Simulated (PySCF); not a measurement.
Species: 3-chloro-2-methylpropene, C₄H₇Cl.
Structure used (GFN2-xTB), in Å, numbered top down from 1:
```
atom  x, y, z in Å
C1    -0.1239    1.5258   -0.3344
C2    -0.0483    0.2459   -0.0034
C3    -1.2232   -0.6808   -0.0263
C4     1.2476   -0.3763    0.4088
Cl5    1.8524   -1.4506   -0.9023
H6    -1.0534    1.9750   -0.6384
H7     0.7361    2.1734   -0.3132
H8    -1.0015   -1.5460   -0.6488
H9    -2.1068   -0.1823   -0.4137
H10   -1.4335   -1.0406    0.9808
H11    2.0235    0.3684    0.5785
H12    1.1321   -1.0125    1.2864
```

Theory: PBE0/def2-SVPD in PySCF (dipole) on a GFN2-xTB geometry, gas phase.

Masses are those of the commonest isotopes; rigid-rotor values at the optimised geometry. The values belong to one conformer with, in the numbering `[CH2:1]=[C:2]([CH3:3])[CH2:4][Cl:5]`, C1–C2–C4–Cl5 -107°.

**Question.** What are A, B and C (GHz)?

**Answer.** Ia = 72.46, Ib = 205.18, Ic = 241.16 u·Å²; 505379 MHz·u·Å²/I gives 6975, 2463 and 2096 MHz, that is A = 6.9749, B = 2.4631, C = 2.0956 GHz.

**Question.** What kind of rotor is it?

**Answer.** An asymmetric top. Ray's parameter κ = (2B − A − C)/(A − C) = -0.849; −1 is the prolate and +1 the oblate limit.

**Question.** Is it planar, by Δ = Ic − Ia − Ib?

**Answer.** Not planar: Δ = Ic − Ia − Ib = -36.48 u·Å². For a rigid frame Δ = −2 Σ m c², so Σ m c² = 18.24 u·Å² lies off the ab plane: 6.52 from hydrogen and 11.72 from heavier atoms. The atom farthest from that plane is 1.73 Å away.

**Question.** Give the other two planar moments, Paa and Pbb, and the rms extents of the mass along the axes.

**Answer.** Paa = Σ m a² = (Ib + Ic − Ia)/2 = 186.94 and Pbb = Σ m b² = (Ia + Ic − Ib)/2 = 54.22 u·Å². With the mass M = 90.02 u, the rms extents √(P/M) along a, b and c are 1.44, 0.78, 0.45 Å.

**Question.** Which types of transition are allowed, and where do some lines up to J = 3 fall?

**Answer.** The dipole components are |μa| = 1.66 D, |μb| = 0.11 D, |μc| = 1.00 D. The squared components, which scale the intensities, stand as 1.00 : 0.00 : 0.36 (a : b : c). Some lines, for components of 0.1 D or more:

```json
{"type": "a", "branch": "Q", "J(Ka,Kc)": "3(1,2) ← 3(1,3)", "MHz": "2204", "lower level (cm⁻¹)": "1.032"}
{"type": "c", "branch": "Q", "J(Ka,Kc)": "3(1,3) ← 3(0,3)", "MHz": "3687", "lower level (cm⁻¹)": "0.909"}
{"type": "b", "branch": "Q", "J(Ka,Kc)": "1(1,0) ← 1(0,1)", "MHz": "4879", "lower level (cm⁻¹)": "0.152"}
{"type": "b", "branch": "Q", "J(Ka,Kc)": "2(1,1) ← 2(0,2)", "MHz": "5268", "lower level (cm⁻¹)": "0.455"}
{"type": "a", "branch": "R", "J(Ka,Kc)": "2(1,2) ← 1(1,1)", "MHz": "8750", "lower level (cm⁻¹)": "0.303"}
{"type": "a", "branch": "R", "J(Ka,Kc)": "2(0,2) ← 1(0,1)", "MHz": "9096", "lower level (cm⁻¹)": "0.152"}
{"type": "c", "branch": "Q", "J(Ka,Kc)": "3(2,2) ← 3(1,2)", "MHz": "12998", "lower level (cm⁻¹)": "1.105"}
{"type": "b", "branch": "R", "J(Ka,Kc)": "2(1,2) ← 1(0,1)", "MHz": "13262", "lower level (cm⁻¹)": "0.152"}
{"type": "b", "branch": "Q", "J(Ka,Kc)": "2(2,0) ← 2(1,1)", "MHz": "13557", "lower level (cm⁻¹)": "0.631"}
{"type": "a", "branch": "R", "J(Ka,Kc)": "3(2,2) ← 2(2,1)", "MHz": "13676", "lower level (cm⁻¹)": "1.083"}
{"type": "a", "branch": "R", "J(Ka,Kc)": "3(2,1) ← 2(2,0)", "MHz": "13762", "lower level (cm⁻¹)": "1.083"}
{"type": "a", "branch": "R", "J(Ka,Kc)": "3(1,2) ← 2(1,1)", "MHz": "14214", "lower level (cm⁻¹)": "0.631"}
{"type": "c", "branch": "R", "J(Ka,Kc)": "2(1,1) ← 1(0,1)", "MHz": "14364", "lower level (cm⁻¹)": "0.152"}
{"type": "b", "branch": "Q", "J(Ka,Kc)": "2(2,1) ← 2(1,2)", "MHz": "14638", "lower level (cm⁻¹)": "0.594"}
{"type": "b", "branch": "R", "J(Ka,Kc)": "3(1,3) ← 2(0,2)", "MHz": "17278", "lower level (cm⁻¹)": "0.455"}
{"type": "c", "branch": "R", "J(Ka,Kc)": "3(1,2) ← 2(0,2)", "MHz": "19482", "lower level (cm⁻¹)": "0.455"}
{"type": "c", "branch": "R", "J(Ka,Kc)": "2(2,0) ← 1(1,0)", "MHz": "23042", "lower level (cm⁻¹)": "0.315"}
{"type": "c", "branch": "Q", "J(Ka,Kc)": "3(3,1) ← 3(2,1)", "MHz": "23383", "lower level (cm⁻¹)": "1.542"}
{"type": "b", "branch": "Q", "J(Ka,Kc)": "3(3,0) ← 3(2,1)", "MHz": "23384", "lower level (cm⁻¹)": "1.542"}
{"type": "c", "branch": "R", "J(Ka,Kc)": "2(2,1) ← 1(1,1)", "MHz": "23388", "lower level (cm⁻¹)": "0.303"}
{"type": "b", "branch": "R", "J(Ka,Kc)": "2(2,0) ← 1(1,1)", "MHz": "23409", "lower level (cm⁻¹)": "0.303"}
{"type": "c", "branch": "R", "J(Ka,Kc)": "3(2,2) ← 2(1,2)", "MHz": "28314", "lower level (cm⁻¹)": "0.594"}
{"type": "b", "branch": "R", "J(Ka,Kc)": "3(2,1) ← 2(1,2)", "MHz": "28421", "lower level (cm⁻¹)": "0.594"}
{"type": "c", "branch": "R", "J(Ka,Kc)": "3(3,0) ← 2(2,0)", "MHz": "37146", "lower level (cm⁻¹)": "1.083"}
{"type": "b", "branch": "R", "J(Ka,Kc)": "3(3,0) ← 2(2,1)", "MHz": "37168", "lower level (cm⁻¹)": "1.083"}
```

Whether it is a minimum is left open (no frequencies). Zero-point vibration and centrifugal distortion are left out. A rigid rotor knows nothing of internal rotation, which can split or shift real lines. Quadrupole hyperfine structure (35Cl) is left out.
